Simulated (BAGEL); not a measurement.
# PBE0/aug-cc-pVDZ (density fitting with qzvpp-jkfit) run of Si2H6 (disilane)

What is the energy change on altering one bond length of Si2H6 (disilane) at PBE0/aug-cc-pVDZ (density fitting with qzvpp-jkfit)? 

The calculation is run with BAGEL 1.2.2.

1 further run of the same task is left out (set aside as unsound or not needed). Runs told in other sessions of the task aren't counted.

## Step 1: The system as given

Si2H6: 8 atoms, total charge 0, spin state singlet. SMILES: `[SiH3][SiH3]`. The shape is that of a PBE0-D4/def2-TZVP optimisation.

Bond lengths: Si1–Si2 2.338 Å, Si1–H3 1.488 Å, Si1–H4 1.488 Å, Si1–H5 1.488 Å, Si2–H6 1.488 Å, Si2–H7 1.488 Å, Si2–H8 1.488 Å. Some angles: Si1–Si2–H6 110.3°, Si1–Si2–H7 110.3°, Si1–Si2–H8 110.3°, Si2–Si1–H3 110.3°, Si2–Si1–H4 110.3°, Si2–Si1–H5 110.3°, H6–Si2–H7 108.7°, H6–Si2–H8 108.7°, H7–Si2–H8 108.7°, H3–Si1–H4 108.7°.

## Step 2: A single-point energy at PBE0/aug-cc-pVDZ (density fitting with qzvpp-jkfit)

Input file input.json:

```json
{ "bagel" : [

{
  "title" : "molecule",
  "basis" : "aug-cc-pvdz.json",
  "df_basis" : "qzvpp-jkfit",
  "angstrom" : "true",
  "geometry" : [
    { "atom" : "Si", "xyz" : [   -0.340500,    0.490200,   -1.004900 ] },
    { "atom" : "Si", "xyz" : [    0.363500,   -0.504400,    0.991000 ] },
    { "atom" : "H", "xyz" : [    0.833900,    0.948200,   -1.794900 ] },
    { "atom" : "H", "xyz" : [   -1.112900,   -0.483900,   -1.821900 ] },
    { "atom" : "H", "xyz" : [   -1.208000,    1.664100,   -0.717900 ] },
    { "atom" : "H", "xyz" : [    1.139000,    0.468600,    1.806300 ] },
    { "atom" : "H", "xyz" : [    1.228100,   -1.680500,    0.704000 ] },
    { "atom" : "H", "xyz" : [   -0.811000,   -0.959200,    1.782600 ] }
  ]
},
{
  "title" : "ks",
  "xc_func" : "pbe0"
},
{
  "title" : "print",
  "file" : "orbitals.molden",
  "orbitals" : "true"
}

]}
```

The basis set aug-cc-pVDZ is read from a file made from the Basis Set Exchange's data (not shown).

Started as:

```console
$ BAGEL_NUM_THREADS=1 BAGEL input.json > input.out
```

The log of the run:

```text
* using 1 threads per process

  ===============================================================
  ===============================================================

  *** Geometry ***

  { "atom" : "Si", "xyz" : [     -0.643452,      0.926344,     -1.898986 ] },
  { "atom" : "Si", "xyz" : [      0.686915,     -0.953178,      1.872719 ] },
  { "atom" : "H", "xyz" : [      1.575843,      1.791838,     -3.391869 ] },
  { "atom" : "H", "xyz" : [     -2.103076,     -0.914438,     -3.442892 ] },
  { "atom" : "H", "xyz" : [     -2.282789,      3.144693,     -1.356634 ] },
  { "atom" : "H", "xyz" : [      2.152398,      0.885526,      3.413412 ] },
  { "atom" : "H", "xyz" : [      2.320773,     -3.175685,      1.330367 ] },
  { "atom" : "H", "xyz" : [     -1.532568,     -1.812625,      3.368626 ] },

  Number of auxiliary basis functions:      364

  Since a DF basis is specified, we compute 2- and 3-index integrals:
    o Being stored without compression. Storage requirement is 0.034 GB

  Number of basis functions:      108
  Number of electrons      :       34

    * METHOD: MOLECULE                             0.50

  *** Kohn-Sham DFT ***

    * Removing 11797 points whose weight is below 1.00e-10
    * Grid points: 107451

  === Nuclear Repulsion ===
    90.7730811600

       - DIIS with orbital gradients will be used.

  === KS iteration (pbe0 / aug-cc-pvdz.json) ===
      0       -569.47156516          0.04716516           1.10
      1       -576.65378070          0.08995575           1.06
      2       -578.26256912          0.06469045           1.07
      3       -582.15633195          0.01877741           1.25
      4       -582.31370980          0.00179251           1.15
      5       -582.31558630          0.00058553           1.21
      6       -582.31580701          0.00011792           1.20
      7       -582.31581386          0.00001515           1.05
      8       -582.31581398          0.00000214           0.99
      9       -582.31581399          0.00000049           0.98
     10       -582.31581399          0.00000002           1.13
     11       -582.31581399          0.00000000           1.09
    * SCF iteration converged.

    * Permanent dipole moment:
           (    0.000040,    -0.000043,    -0.000047) a.u.

    * METHOD: KS                                  16.25

    * METHOD: PRINT                                0.10

  ===============================================================
```

Run time: 18 s. Hardware: 1 thread of AMD EPYC, shared host; peak memory 0.52 GiB.

## Step 3: The distorted shape

Input file input.json:

```json
{ "bagel" : [

{
  "title" : "molecule",
  "basis" : "aug-cc-pvdz.json",
  "df_basis" : "qzvpp-jkfit",
  "angstrom" : true,
  "geometry" : [
    { "atom" : "Si", "xyz" : [      -0.080242,       0.138019,      -1.091003 ] },
    { "atom" : "Si", "xyz" : [       0.623758,      -0.856581,       0.904897 ] },
    { "atom" : "H", "xyz" : [       1.094158,       0.596019,      -1.881003 ] },
    { "atom" : "H", "xyz" : [      -0.852642,      -0.836081,      -1.908003 ] },
    { "atom" : "H", "xyz" : [      -1.208000,       1.664100,      -0.717900 ] },
    { "atom" : "H", "xyz" : [       1.399258,       0.116419,       1.720197 ] },
    { "atom" : "H", "xyz" : [       1.488358,      -2.032681,       0.617897 ] },
    { "atom" : "H", "xyz" : [      -0.550742,      -1.311381,       1.696497 ] }
  ]
},

{ "title" : "ks", "xc_func" : "pbe0" },

{ "title" : "print", "file" : "orbitals.molden", "orbitals" : true }

]}
```

The basis set aug-cc-pVDZ is read from a file made from the Basis Set Exchange's data (not shown).

Started as:

```console
$ BAGEL_NUM_THREADS=1 BAGEL input.json > input.out
```

The log of the run:

```text
* using 1 threads per process

  ===============================================================
  ===============================================================

  *** Geometry ***

  { "atom" : "Si", "xyz" : [     -0.151635,      0.260818,     -2.061697 ] },
  { "atom" : "Si", "xyz" : [      1.178732,     -1.618703,      1.710008 ] },
  { "atom" : "H", "xyz" : [      2.067659,      1.126313,     -3.554581 ] },
  { "atom" : "H", "xyz" : [     -1.611260,     -1.579964,     -3.605603 ] },
  { "atom" : "H", "xyz" : [     -2.282789,      3.144693,     -1.356634 ] },
  { "atom" : "H", "xyz" : [      2.644214,      0.220000,      3.250701 ] },
  { "atom" : "H", "xyz" : [      2.812589,     -3.841210,      1.167656 ] },
  { "atom" : "H", "xyz" : [     -1.040752,     -2.478151,      3.205915 ] },

  Number of auxiliary basis functions:      364

  Since a DF basis is specified, we compute 2- and 3-index integrals:
    o Being stored without compression. Storage requirement is 0.034 GB

  Number of basis functions:      108
  Number of electrons      :       34

    * METHOD: MOLECULE                             0.50

  *** Kohn-Sham DFT ***

    * Removing 11459 points whose weight is below 1.00e-10
    * Grid points: 107789

  === Nuclear Repulsion ===
    89.3137342268

       - DIIS with orbital gradients will be used.

  === KS iteration (pbe0 / aug-cc-pvdz.json) ===
      0       -569.49475649          0.04652395           1.38
      1       -571.62767671          0.08989229           1.68
      2       -571.69921996          0.08275170           2.34
      3       -576.58503148          0.07914613           1.68
      4       -582.20565649          0.00962183           1.57
      5       -582.27020132          0.00441992           1.40
      6       -582.28051393          0.00116582           1.30
      7       -582.28130449          0.00042721           1.27
      8       -582.28142815          0.00007781           1.50
      9       -582.28143294          0.00001198           1.50
     10       -582.28143307          0.00000219           1.45
     11       -582.28143308          0.00000061           1.67
     12       -582.28143308          0.00000016           1.58
     13       -582.28143308          0.00000005           1.49
     14       -582.28143308          0.00000001           1.56
     15       -582.28143308          0.00000000           1.76
    * SCF iteration converged.

    * Permanent dipole moment:
           (   -0.158291,     0.215081,     0.007355) a.u.

    * METHOD: KS                                  29.06

    * METHOD: PRINT                                0.10

  ===============================================================
```

Wall time 30 s (1 thread of AMD EPYC, shared host); peak memory 0.52 GiB.

## Step 4: Results

At PBE0/aug-cc-pVDZ (density fitting with qzvpp-jkfit):

| quantity | value |
| --- | --- |
| first shape: total energy | -582.31581 Eh |
| first shape: dipole moment | 0.00 D |
| first shape: HOMO energy | -8.39 eV |
| first shape: LUMO energy | -0.10 eV |
| first shape: HOMO–LUMO gap | 8.28 eV |
| distorted shape: total energy | -582.28143 Eh |
| distorted shape: dipole moment | 0.68 D |
| distorted shape: HOMO energy | -8.31 eV |
| distorted shape: LUMO energy | -0.91 eV |
| distorted shape: HOMO–LUMO gap | 7.40 eV |
| energy change with the Si1–H5 bond stretched from 1.488 to 1.934 Å | 0.936 eV |

With the Si1–H5 bond stretched from 1.488 to 1.934 Å the energy rises by 0.94 eV (90.3 kJ/mol). The first shape isn't relaxed at this level, so the change isn't measured from a minimum.
